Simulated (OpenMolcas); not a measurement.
**C2HClF2 (SMILES FC(F)=CCl) at 6 levels**

We compute a comparison of 6 runs (HF/3-21G, B3LYP/6-31G*, BHLYP/6-31G*, TPSS/6-31G*, MP2/6-31G*, CCSD(T)/6-31G*) of C2HClF2. 

The calculation is run with OpenMolcas 26.06.

1 further run of the same task is left out (set aside as unsound or not needed).

## Step 1: The molecule

The species is C2HClF2 (6 atoms), meant as a singlet with charge 0. SMILES: `FC(F)=CCl`. One bond was lengthened or shortened from a relaxed shape.

Bond lengths: F1–C2 1.312 Å, C2–F3 1.305 Å, C2–C4 1.519 Å, C4–Cl5 1.706 Å, C4–H6 1.079 Å. Angles: F1–C2–F3 111.1°, F1–C2–C4 123.1°, F3–C2–C4 125.8°, C2–C4–Cl5 122.3°, C2–C4–H6 120.1°, Cl5–C4–H6 117.5°.

## Step 2: A single-point energy at HF/3-21G (run 1)

File input.xyz:

```xyz
6

F      0.973904    -0.988707     1.388073
C      0.340544    -0.740527     0.266403
F      0.265404    -1.810947    -0.476697
C     -0.218360     0.626770    -0.086550
Cl    -1.039010     0.926430    -1.552100
H     -0.103800     1.452000     0.598970
```

File test.inp:

```
* C2HClF2 Hartree-Fock

&GATEWAY
 BasLib
 $CurrDir
 Coord
 input.xyz
 Basis
 3-21G
 Group
 NoSym

&SEWARD

&SCF
 Thresholds
 1e-10 1e-07 1e-07 1e-05
 PrOrbitals
 1 2
```

The basis set 3-21G is read from a file made from the Basis Set Exchange's data (not shown).

Started as:

```console
$ export MOLCAS_MEM=1860
$ pymolcas test.inp > test.log
```

Standard output:

```text
--- Start Module: gateway ---
[...]
--- Stop Module: gateway /rc=_RC_ALL_IS_WELL_ ---
--- Start Module: seward ---
[...]
      Basis functions           51
--- Stop Module: seward /rc=_RC_ALL_IS_WELL_ ---
--- Start Module: scf ---
[...]
       Convergence after  14 Iterations
[...]
::    Total SCF energy                               -730.8971575794
[...]
      Total spin, S                                     0.0000000000
[...]
      Total electronic charge=   48.000000
      Total            charge=   -0.000000
[...]
      Dipole Moment (debye):
      Origin of the operator (angstrom)=   -0.1166   -0.2112   -0.3491
                   X=  3.7411E-01               Y=  6.0334E-01               Z=  1.0786E+00           Total=  1.2912E+00
      Quadrupole Moment (debye*angstrom):
[...]
--- Stop Module: scf /rc=_RC_ALL_IS_WELL_ ---
[...]
```

Wall time 1.9 s (1 thread of Arm Neoverse V2, shared host); peak memory 0.38 GiB.

## Step 3: A single-point energy at B3LYP/6-31G(d) (spherical functions) (run 2)

File struct.xyz:

```xyz
6

F      0.973904    -0.988707     1.388073
C      0.340544    -0.740527     0.266403
F      0.265404    -1.810947    -0.476697
C     -0.218360     0.626770    -0.086550
Cl    -1.039010     0.926430    -1.552100
H     -0.103800     1.452000     0.598970
```

File test.input:

```
&GATEWAY
BasLib=$CurrDir
Coord=struct.xyz
Basis=6-31Gs
Group=NoSym
&SEWARD
GridInput
Grid=UltraFine
End of Grid
&SCF
KSDFT=B3LYP
Thresholds=1e-10 1e-07 1e-07 1e-05
PrOrbitals=1
```

The basis set 6-31G* is read from a file made from the Basis Set Exchange's data (not shown).

Started as:

```console
$ export MOLCAS_MEM=1860
$ pymolcas test.input > test.log
```

Standard output:

```text
--- Start Module: gateway ---
[...]
--- Stop Module: gateway /rc=_RC_ALL_IS_WELL_ ---
--- Start Module: seward ---
[...]
      Basis functions           76
--- Stop Module: seward /rc=_RC_ALL_IS_WELL_ ---
[...]
--- Start Module: scf ---
[...]
       Convergence after  15 Iterations
[...]
::    Total KS-DFT energy                            -736.6100197621
[...]
      Total spin, S                                     0.0000000000
[...]
      Total electronic charge=   48.000000
      Total            charge=   -0.000000
[...]
      Dipole Moment (debye):
      Origin of the operator (angstrom)=   -0.1166   -0.2112   -0.3491
                   X=  3.6561E-01               Y=  2.4548E-01               Z=  8.6315E-01           Total=  9.6900E-01
      Quadrupole Moment (debye*angstrom):
[...]
--- Stop Module: scf /rc=_RC_ALL_IS_WELL_ ---
[...]
```

Wall time 14 s (1 thread of Arm Neoverse V2, shared host); peak memory 0.43 GiB.

Runs 3 to 5 aren't shown in full; the table further down has their settings and results.

## Step 4: The energy at CCSD(T)/6-31G(d) (spherical functions) (run 6)

File calc.inp:

```
>>> EXPORT MOLCAS_PRINT=2
&GATEWAY
BasLib=$CurrDir
Coord
6
angstrom
F        0.973904      -0.988707       1.388073
C        0.340544      -0.740527       0.266403
F        0.265404      -1.810947      -0.476697
C       -0.218360       0.626770      -0.086550
Cl      -1.039010       0.926430      -1.552100
H       -0.103800       1.452000       0.598970
Basis=6-31Gs
Group=NoSym
&SEWARD
&SCF
Thresholds=1e-10 1e-07 1e-07 1e-05
PrOrbitals=1
&RASSCF
FileOrb=$Project.ScfOrb
Spin=1
Nactel=0 0 0
Inactive=24
Ras2=0
OutOrbitals=Canonical
OrbListing=NoCore
&MOTRA
JobIph
Frozen=9
&CCSDT
CCT
Triples=2
Iterations=80
Accuracy=1e-08
Extrapolation=5 4
```

The basis set 6-31G* is read from a file made from the Basis Set Exchange's data (not shown).

Started as:

```console
$ export MOLCAS_MEM=1860
$ pymolcas calc.inp > calc.log
```

Standard output:

```text
--- Start Module: gateway ---
[...]
--- Stop Module: gateway /rc=_RC_ALL_IS_WELL_ ---
[...]
      Basis functions           76
[...]
       Convergence after  14 Iterations
[...]
::    Total SCF energy                               -734.5833966854
[...]
      Total spin, S                                     0.0000000000
[...]
      Number of active orbitals                  0
[...]
      Spin quantum number                      0.0
[...]
      Active orbitals                            0
[...]
      Number of CSFs                             1
[...]
      Number of root(s) required                 1
[...]
      Convergence after  4 iterations
[...]
      Natural orbitals and occupation numbers for root  1
      ************************************************************************************************************************
      *                                                    Final results                                                     *
      ************************************************************************************************************************
[...]
::    RASSCF root number  1 Total energy:   -734.58339669
[...]
      Total electronic charge=   48.000000
      Total            charge=   -0.000000
[...]
      Dipole Moment (debye):
      Origin of the operator (angstrom)=   -0.1166   -0.2112   -0.3491
                   X=  3.7711E-01               Y=  3.9707E-01               Z=  9.7012E-01           Total=  1.1140E+00
      Quadrupole Moment (debye*angstrom):
[...]
--- Start Module: motra ---
[...]
      *** WARNING: Default frozen orbitals is overwritten by user input.
      *** Default values:   9
[...]
--- Stop Module: motra /rc=_RC_ALL_IS_WELL_ ---
--- Start Module: ccsdt ---
[...]
      Convergence after                    16  Iterations
      Total energy (diff) :    -735.33421656      -0.00000001
[...]
 METHOD                       : CCSD+T(CCSD)+<T3(1)WT1> = CCSD(T)
[...]
       CCSD     =      -735.3342165624437
[...]
--- Stop Module: ccsdt /rc=_RC_ALL_IS_WELL_ ---
[...]
```

Run time: 39 s. Hardware: 1 thread of Arm Neoverse V2, shared host; peak memory 0.43 GiB.

## Step 5: Overview of the runs

| run | level | integration grid | frozen core orbitals | energy (Eh) | dipole moment (D) of the reference | HOMO energy (eV) | LUMO energy (eV) | wall time |
| --- | --- | --- | --- | --- | --- | --- | --- | --- |
| 1 | HF/3-21G | – | – | -730.897158 | 1.29 | -9.60 | 3.05 | 1.9 s |
| 2 | B3LYP/6-31G* (spherical functions) | UltraFine | – | -736.610020 | 0.97 | -6.30 | -0.66 | 14 s |
| 3 | BHLYP/6-31G* (spherical functions) | UltraFine | – | -736.472182 | 1.02 | -7.66 | 0.59 | 13 s |
| 4 | TPSS/6-31G* (spherical functions) | UltraFine | – | -736.650864 | 0.98 | -5.37 | -1.24 | 23 s |
| 5 | MP2/6-31G* (spherical functions) | – | 9 | -735.309793 | 1.11 | -9.26 | 3.44 | 4.2 s |
| 6 | CCSD(T)/6-31G* (spherical functions) | – | 9 | -735.358654 | 1.11 | -9.26 | 3.44 | 39 s |

## Step 6: Results

```
                                          quantity          value
                               run 6: total energy  -735.35865 Eh
         run 6: dipole moment (mean-field density)         1.11 D
        run 6: HOMO energy (Hartree–Fock orbitals)       -9.26 eV
        run 6: LUMO energy (Hartree–Fock orbitals)        3.44 eV
      run 6: HOMO–LUMO gap (Hartree–Fock orbitals)       12.70 eV
run 6: correlation energy (9 core orbitals frozen)     -775.3 mEh
                             run 6: (T) correction     -24.44 mEh
```

What this shows: Over runs 1, 2, 3, 4 the dipole moment (its size) runs from 0.97 D (B3LYP/6-31G*) to 1.29 D (HF/3-21G). The two ends differ in method and basis. Over runs 1, 2, 3, 4 the HOMO–LUMO gap runs from 4.13 eV (TPSS/6-31G*) to 12.65 eV (HF/3-21G). Totals of different functionals can't be ranked against each other. All runs together took 96 s, the longest 39 s.
